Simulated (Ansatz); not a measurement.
SiH8O2, singlet: a relaxation.

Input (in.yaml):

```yaml
crystal:
  periodic: [false, false, false]
  atoms:
    - {symbol: Si, position_ang: [-0.455270, 0.284456, -1.196855]}
    - {symbol: H, position_ang: [-1.072782, -0.571675, 0.504089]}
    - {symbol: H, position_ang: [-0.870249, -1.061037, -1.734686]}
    - {symbol: H, position_ang: [-1.673767, 1.128281, -0.957144]}
    - {symbol: H, position_ang: [0.201100, 0.926386, -2.336278]}
    - {symbol: H, position_ang: [0.905017, -0.246076, 1.216313]}
    - {symbol: O, position_ang: [0.891280, 0.461619, -0.198989]}
    - {symbol: H, position_ang: [-0.598492, -0.712114, 1.006507]}
    - {symbol: O, position_ang: [0.613602, -0.720515, 1.771843]}
    - {symbol: H, position_ang: [1.670915, 0.751918, -0.669180]}
    - {symbol: H, position_ang: [0.388845, -0.241245, 2.594382]}
basis:
  gaussian: {orbitals: def2-TZVP}
hamiltonian: {xc: pbe0, dispersion: d4}
relax: {f_tol: 0.005, max_steps: 200}
```

Launched with

```bash
ansatz run in.yaml --threads 4 --pin off --events-out ev --progress --plain --max-ram 9574MiB
```

Output of Ansatz 0.2.0:

```
Functional definition: PBE0
  name "PBE0"
  cite "Adamo & Barone, J. Chem. Phys. 110, 6158 (1999) doi:10.1063/1.478522"
  cite "Perdew, Burke & Ernzerhof, Phys. Rev. Lett. 77, 3865 (1996) doi:10.1103/PhysRevLett.77.3865"
  parent pbe
  parameter a = 0.25
  parameter kappa = 0.804
  parameter beta = 0.06672455060314922
  exchange = (1 - a)*pbe_x(kappa = kappa, mu = beta*pi^2/3) + a*exact_x
  correlation = pbe_c(beta = beta)
922 factors; their error is unknown
mean field evaluation 1: about -12086.0190 eV, gradient 7.0e1 eV
mean field evaluation 2: about -12074.9108 eV, gradient 1.0e2 eV
mean field evaluation 4: about -12093.6139 eV, gradient 4.2e0 eV
mean field evaluation 8: about -12093.6378 eV, gradient 2.3e-2 eV
mean field evaluation 16: about -12093.6758 eV, gradient 6.1e-5 eV
mean field -12093.67578277 eV, -444.4343876291 hartree, gradient 6.1e-5 eV, S^2 0.000000; 0 other end points of the search recorded, 0 dependent functions left out
the calculation of the forces begins
reference -12093.67581207 eV, -444.4343887057 hartree; 19, 19 occupied and 128, 128 virtual orbitals, 922 factors
relax step   1: F+E_penalty+E_count = -12093.80382467 eV  Δ(F+E_penalty+E_count) = +0.000e0 eV  max|allowed force component| = 1.562e1 eV/Å  Δτ_max = 0.0000 Å  (25 SCF iters, accepted)
relax step   2: F+E_penalty+E_count = -12096.01250634 eV  Δ(F+E_penalty+E_count) = -2.209e0 eV  max|allowed force component| = 1.604e0 eV/Å  Δτ_max = 0.1951 Å  (35 SCF iters, accepted)
relax step   3: F+E_penalty+E_count = -12096.34501984 eV  Δ(F+E_penalty+E_count) = -3.325e-1 eV  max|allowed force component| = 9.807e-1 eV/Å  Δτ_max = 0.2000 Å  (35 SCF iters, accepted)
relax step   4: F+E_penalty+E_count = -12096.53261539 eV  Δ(F+E_penalty+E_count) = -1.876e-1 eV  max|allowed force component| = 6.827e-1 eV/Å  Δτ_max = 0.1969 Å  (28 SCF iters, accepted)
relax step   5: F+E_penalty+E_count = -12096.62730208 eV  Δ(F+E_penalty+E_count) = -9.469e-2 eV  max|allowed force component| = 3.793e-1 eV/Å  Δτ_max = 0.2000 Å  (28 SCF iters, accepted)
relax step   6: F+E_penalty+E_count = -12096.66507393 eV  Δ(F+E_penalty+E_count) = -3.777e-2 eV  max|allowed force component| = 1.241e-1 eV/Å  Δτ_max = 0.1998 Å  (28 SCF iters, accepted)
relax step   7: F+E_penalty+E_count = -12096.67898388 eV  Δ(F+E_penalty+E_count) = -1.391e-2 eV  max|allowed force component| = 2.296e-1 eV/Å  Δτ_max = 0.2000 Å  (29 SCF iters, accepted)
relax step   8: F+E_penalty+E_count = -12096.68510557 eV  Δ(F+E_penalty+E_count) = -6.122e-3 eV  max|allowed force component| = 2.592e-1 eV/Å  Δτ_max = 0.1600 Å  (29 SCF iters, accepted)
relax step   9: F+E_penalty+E_count = -12096.68814175 eV  Δ(F+E_penalty+E_count) = -3.036e-3 eV  max|allowed force component| = 2.218e-1 eV/Å  Δτ_max = 0.1233 Å  (29 SCF iters, accepted)
relax step  10: F+E_penalty+E_count = -12096.69013788 eV  Δ(F+E_penalty+E_count) = -1.996e-3 eV  max|allowed force component| = 2.255e-1 eV/Å  Δτ_max = 0.1163 Å  (29 SCF iters, accepted)
relax step  11: F+E_penalty+E_count = -12096.69190127 eV  Δ(F+E_penalty+E_count) = -1.763e-3 eV  max|allowed force component| = 1.812e-1 eV/Å  Δτ_max = 0.0413 Å  (29 SCF iters, accepted)
relax step  12: F+E_penalty+E_count = -12096.69385907 eV  Δ(F+E_penalty+E_count) = -1.958e-3 eV  max|allowed force component| = 1.720e-1 eV/Å  Δτ_max = 0.0828 Å  (29 SCF iters, accepted)
relax step  13: F+E_penalty+E_count = -12096.69506169 eV  Δ(F+E_penalty+E_count) = -1.203e-3 eV  max|allowed force component| = 1.812e-1 eV/Å  Δτ_max = 0.0633 Å  (29 SCF iters, accepted)
relax step  14: F+E_penalty+E_count = -12096.69613277 eV  Δ(F+E_penalty+E_count) = -1.071e-3 eV  max|allowed force component| = 1.435e-1 eV/Å  Δτ_max = 0.0527 Å  (29 SCF iters, accepted)
relax step  15: F+E_penalty+E_count = -12096.69726146 eV  Δ(F+E_penalty+E_count) = -1.129e-3 eV  max|allowed force component| = 9.664e-2 eV/Å  Δτ_max = 0.0806 Å  (28 SCF iters, accepted)
relax step  16: F+E_penalty+E_count = -12096.69782278 eV  Δ(F+E_penalty+E_count) = -5.613e-4 eV  max|allowed force component| = 7.843e-2 eV/Å  Δτ_max = 0.0514 Å  (29 SCF iters, accepted)
relax step  17: F+E_penalty+E_count = -12096.69821574 eV  Δ(F+E_penalty+E_count) = -3.930e-4 eV  max|allowed force component| = 9.464e-2 eV/Å  Δτ_max = 0.0612 Å  (28 SCF iters, accepted)
relax step  18: F+E_penalty+E_count = -12096.69848561 eV  Δ(F+E_penalty+E_count) = -2.699e-4 eV  max|allowed force component| = 9.615e-2 eV/Å  Δτ_max = 0.0375 Å  (29 SCF iters, accepted)
relax step  19: F+E_penalty+E_count = -12096.69870546 eV  Δ(F+E_penalty+E_count) = -2.199e-4 eV  max|allowed force component| = 1.066e-1 eV/Å  Δτ_max = 0.0399 Å  (29 SCF iters, accepted)
relax step  20: F+E_penalty+E_count = -12096.69897307 eV  Δ(F+E_penalty+E_count) = -2.676e-4 eV  max|allowed force component| = 5.419e-2 eV/Å  Δτ_max = 0.0257 Å  (30 SCF iters, accepted)
relax step  21: F+E_penalty+E_count = -12096.69911384 eV  Δ(F+E_penalty+E_count) = -1.408e-4 eV  max|allowed force component| = 3.013e-2 eV/Å  Δτ_max = 0.0171 Å  (30 SCF iters, accepted)
relax step  22: F+E_penalty+E_count = -12096.69915394 eV  Δ(F+E_penalty+E_count) = -4.009e-5 eV  max|allowed force component| = 1.924e-2 eV/Å  Δτ_max = 0.0154 Å  (30 SCF iters, accepted)
relax step  23: F+E_penalty+E_count = -12096.69919886 eV  Δ(F+E_penalty+E_count) = -4.493e-5 eV  max|allowed force component| = 1.375e-2 eV/Å  Δτ_max = 0.0320 Å  (30 SCF iters, accepted)
relax step  24: F+E_penalty+E_count = -12096.69921347 eV  Δ(F+E_penalty+E_count) = -1.461e-5 eV  max|allowed force component| = 6.479e-3 eV/Å  Δτ_max = 0.0178 Å  (31 SCF iters, accepted)
relax step  25: F+E_penalty+E_count = -12096.69922151 eV  Δ(F+E_penalty+E_count) = -8.038e-6 eV  max|allowed force component| = 6.946e-3 eV/Å  Δτ_max = 0.0094 Å  (31 SCF iters, accepted)
relax step  26: F+E_penalty+E_count = -12096.69922715 eV  Δ(F+E_penalty+E_count) = -5.642e-6 eV  max|allowed force component| = 4.702e-3 eV/Å  Δτ_max = 0.0068 Å  (31 SCF iters, accepted)
Total energy: -12096.69926093 eV, -444.5454984020 hartree
Atom 0 at    -0.200567     0.620218    -1.511578 Å, force     0.004702    -0.000811     0.002305 eV/Å
Atom 1 at    -1.947207    -1.692490     0.865187 Å, force    -0.000011     0.000039     0.000004 eV/Å
Atom 2 at    -0.690804    -0.692982    -2.002106 Å, force    -0.000290    -0.000156    -0.000324 eV/Å
Atom 3 at    -1.209742     1.266300    -0.645328 Å, force    -0.000652    -0.000057    -0.000545 eV/Å
Atom 4 at     0.104973     1.481917    -2.684277 Å, force    -0.000468     0.000217    -0.000163 eV/Å
Atom 5 at     0.926688    -0.044484     1.299911 Å, force     0.000272     0.002582    -0.000928 eV/Å
Atom 6 at     1.146965     0.442631    -0.557904 Å, force    -0.000851     0.000959    -0.000845 eV/Å
Atom 7 at    -1.369977    -1.448382     1.275940 Å, force     0.000002    -0.000014    -0.000070 eV/Å
Atom 8 at     0.714637    -0.374772     2.183784 Å, force    -0.000494    -0.004451     0.002268 eV/Å
Atom 9 at     1.920282     0.034485    -0.950889 Å, force    -0.002629    -0.000115    -0.000551 eV/Å
Atom 10 at     0.604950     0.407557     2.727261 Å, force     0.000418     0.001807    -0.001150 eV/Å
Dipole moment:     0.186136     0.316146    -0.440420 e Å

[the SCF lines of later steps are left out]
```

The lines “mean field evaluation” count trial sets of orbitals through the whole run, from several starts and some on an approximate energy, so they need not fall steadily or lie above the final value.

Hardware: 4 CPU threads of an AMD EPYC, shared host. Wall time about 73 s.
